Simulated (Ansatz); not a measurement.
**PF2 (doublet): wave-function methods side by side at a displaced geometry (v1), cc-pVDZ**

How much of the correlation energy of PF2 (doublet) does each wave-function method recover here?

Method: cc-pVDZ, core rule «outside noble gas», up to 7 orbitals frozen; program: Ansatz 0.2.0, Gaussian basis.

To be run: UHF; CCSD(T) on ROHF; CCSD(T) on UHF; BCCD(T) on ROHF; CISD; CCSDT(Q) on ROHF; CCSDT(Q) on UHF; CASSCF and MRCISD+Q, 15 electrons in 10 orbitals; CASSCF and NEVPT2, 15 electrons in 10 orbitals.

20 further runs of the same task are left out: 11 that didn't finish, 9 set aside as unsound or not needed.

### 1 The geometry

The geometry is a PBE0/def2-TZVP stationary point (not a proven minimum) with its atoms shifted at random (size 0.040 Å).

3 atoms, charge 0, spin multiplicity 2.

Atoms are counted from 1 here; the program's logs count them from 0.

Bond lengths: F1–P2 1.582 Å, P2–F3 1.580 Å. Angles: F1–P2–F3 102.1°.

As a file:

```csv
atom,x (Å),y (Å),z (Å)
F1,-0.01261,-0.46792,1.22203
P2,-0.01344,0.54754,0.00867
F3,0.03452,-0.42475,-1.23616
```

### 2 UHF

Contents of in.yaml:

```yaml
crystal:
  periodic: [false, false, false]
  atoms:
    - {symbol: F, position_ang: [-0.012608, -0.467918, 1.222031]}
    - {symbol: P, position_ang: [-0.013442, 0.547537, 0.008666]}
    - {symbol: F, position_ang: [0.034522, -0.424750, -1.236159]}
basis:
  gaussian: {orbitals: cc-pVDZ}
magnetization: {spin_polarized: true, initial_magnetization: 1}
hamiltonian: {xc: hf}
output: {orbitals: {seedname: orbitals}}
```

Launch:

```sh
$ ansatz run in.yaml --threads 1 --pin off --events-out ev --progress --plain --max-ram 2393MiB
```

The runs that follow: CCSD(T) on ROHF; CCSD(T) on UHF; BCCD(T) on ROHF; CISD; CCSDT(Q) on ROHF; CCSDT(Q) on UHF; CASSCF and MRCISD+Q, 15 electrons in 10 orbitals; CASSCF and NEVPT2, 15 electrons in 10 orbitals.

Q: Predict the results of all the runs planned. Wanted: UCCSDT(Q) below the RHF energy; RMP2 from UCCSDT(Q); UMP2 from UCCSDT(Q); RCCSD from UCCSDT(Q); RCCSD(T) from UCCSDT(Q); UCCSD(T) from UCCSDT(Q); RCCSDT(Q) from UCCSDT(Q); NEVPT2 valence from UCCSDT(Q); MRCISD+Q valence from UCCSDT(Q).

**Answer**, as computed:

| quantity | value |
| --- | --- |
| UCCSDT(Q) below the RHF energy | -13.5143 eV |
| RMP2 from UCCSDT(Q) | +65.4 kJ/mol |
| UMP2 from UCCSDT(Q) | +68.2 kJ/mol |
| RCCSD from UCCSDT(Q) | +29.7 kJ/mol |
| RCCSD(T) from UCCSDT(Q) | +4.7 kJ/mol |
| UCCSD(T) from UCCSDT(Q) | +4.7 kJ/mol |
| RCCSDT(Q) from UCCSDT(Q) | +0.4 kJ/mol |
| NEVPT2 valence from UCCSDT(Q) | +135.8 kJ/mol |
| MRCISD+Q valence from UCCSDT(Q) | +20.9 kJ/mol |
| levels within 1 kcal/mol (43 meV) | BCCD(T), RCCSDT, UCCSDT, RCCSDT(Q) |
| T1 diagnostic | 0.018 |
| effectively unpaired electrons | 1.01 |

What this shows: RCCSD(T) misses by +4.7 kJ/mol, 0.4 % of the correlation energy. One determinant dominates. Of the multireference levels listed MRCISD+Q valence comes nearest in total energy (+20.9 kJ/mol), which doesn't show that its space is the better one. These misses are within one basis, not against nature; the frozen cores of restricted and unrestricted runs differ, which can shift their rows.
